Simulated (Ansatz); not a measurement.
# Nudged elastic band run: C$_{2}$H$_{4}$NO, charge -1

Input file:

```yaml
crystal:
  periodic: [false, false, false]
  atoms:
    - { symbol: C, position_ang: [0.254706, 0.952107, -0.439344] }
    - { symbol: O, position_ang: [0.437979, -0.439815, -0.652902] }
    - { symbol: C, position_ang: [-0.317158, -1.335363, 0.554334] }
    - { symbol: "N", position_ang: [-0.946753, -0.894286, 1.50128] }
    - { symbol: H, position_ang: [-0.26654, 1.442509, -1.287647] }
    - { symbol: H, position_ang: [1.216906, 1.487382, -0.298405] }
    - { symbol: H, position_ang: [-0.356853, 1.100233, 0.473318] }
    - { symbol: H, position_ang: [-0.022286, -2.312777, 0.149356] }
total_charge: -1
basis:
  gaussian: { orbitals: "6-31G" }
hamiltonian:
  xc: b3lyp
  dispersion: d4
neb:
  order_check: false
  images: 7
  f_tol: 0.2
  max_iterations: 60
  initial_path: idpp
  final_atoms:
    - { symbol: C, position_ang: [0.36898346, 0.98177601, -0.25383369] }
    - { symbol: O, position_ang: [0.83667071, -0.33572053, -0.0054215] }
    - { symbol: C, position_ang: [-0.44452781, -1.36886958, 0.34729237] }
    - { symbol: "N", position_ang: [-1.62675797, -1.07247741, 0.39378843] }
    - { symbol: H, position_ang: [-0.7347993, 0.99899677, -0.15163901] }
    - { symbol: H, position_ang: [0.62479324, 1.33446088, -1.27458062] }
    - { symbol: H, position_ang: [0.79167188, 1.72029593, 0.45860189] }
    - { symbol: H, position_ang: [0.1839668, -2.25847207, 0.48578214] }
```

Run as:

```bash
$ ansatz run input.yaml --threads 1 --pin off --max-ram 2048MiB --backend cpu --events-out ev --progress --plain --runs-dir out
```

Output, in part (warnings, iteration lines, the closing report on the highest movable image, with atoms numbered from 0):

```
NEB end point (image 0): max|allowed force component| = 1.168e-2 eV/Å (the criterion of neb.relax_end_points is 4.000e-2)
NEB end point (image 8): max|allowed force component| = 5.309e-3 eV/Å (the criterion of neb.relax_end_points is 4.000e-2)
NEB iter   1: max|band force component| = 1.013e0 eV/Å  barrier→ = 0.1337 eV  barrier← = 0.1337 eV  Δτ_max = 0.0773 Å  (218 SCF iters)
NEB iter   2: max|band force component| = 3.087e-1 eV/Å  barrier→ = 0.0786 eV  barrier← = 0.0786 eV  CI = image 4  Δτ_max = 0.2000 Å  (190 SCF iters)
NEB iter   3: max|band force component| = 1.862e0 eV/Å  barrier→ = 0.3075 eV  barrier← = 0.3075 eV  CI = image 6  Δτ_max = 0.0995 Å  (193 SCF iters)
NEB iter   4: max|band force component| = 8.761e-1 eV/Å  barrier→ = 0.1353 eV  barrier← = 0.1354 eV  CI = image 3  Δτ_max = 0.1135 Å  (200 SCF iters)
NEB iter   5: max|band force component| = 2.858e-1 eV/Å  barrier→ = 0.0772 eV  barrier← = 0.0772 eV  CI = image 4  Δτ_max = 0.0305 Å  (194 SCF iters)
NEB iter   6: max|band force component| = 9.380e-2 eV/Å  barrier→ = 0.0768 eV  barrier← = 0.0768 eV  CI = image 4  Δτ_max = 0.0000 Å  (371 SCF iters)
Total energy: -5673.07359504 eV, -208.4816092703 hartree
Atom 0 at     0.473534     0.955077    -0.067412 Å, force    -0.015273    -0.001269    -0.000943 eV/Å
Atom 1 at     0.748939    -0.428463    -0.253423 Å, force    -0.032346    -0.026768     0.008894 eV/Å
Atom 2 at    -0.601306    -1.341076     0.074014 Å, force     0.093461     0.034263    -0.003352 eV/Å
Atom 3 at    -1.694747    -0.924177     0.423032 Å, force    -0.047184     0.003205     0.003300 eV/Å
Atom 4 at    -0.358871     1.314917    -0.701576 Å, force    -0.002966    -0.001284     0.007230 eV/Å
Atom 5 at     1.378032     1.536545    -0.314104 Å, force     0.014205    -0.003265    -0.006023 eV/Å
Atom 6 at     0.174266     1.198603     0.970155 Å, force    -0.002201     0.002562    -0.000538 eV/Å
Atom 7 at    -0.119845    -2.311435    -0.130696 Å, force    -0.007696    -0.007446    -0.008569 eV/Å
Dipole moment:     0.556112     0.354798    -0.134978 e Å
```

It converged. The threshold of 0.2 eV/Å is loose, so the images may lie well off the minimum-energy path. Another band between the same ends (7 images) ends at a top of the same energy, where a vibrational analysis finds 1 clearly imaginary mode. Limits of this set-up: no polarisation functions, an anion without diffuse functions, the dipole of an ion depends on the origin.

Final band (atoms are numbered from 1 in the order of the input):

| image | path coordinate (Å) | energy (eV) | dihedral H6–C1–O2–C3 (°) |
| --- | --- | --- | --- |
| 0 | 0.00 | 0.000 | 119 |
| 1 | 0.37 | 0.014 | 136 |
| 2 | 0.74 | 0.044 | 152 |
| 3 | 1.11 | 0.069 | 167 |
| 4 | 1.48 | 0.077 | -179 |
| 5 | 1.83 | 0.066 | -165 |
| 6 | 2.18 | 0.042 | -151 |
| 7 | 2.53 | 0.013 | -136 |
| 8 | 2.88 | 0.000 | -120 |

The run took 2.1 min on 1 thread of Arm Neoverse N1, on a shared host, peak memory 0.1 GiB.
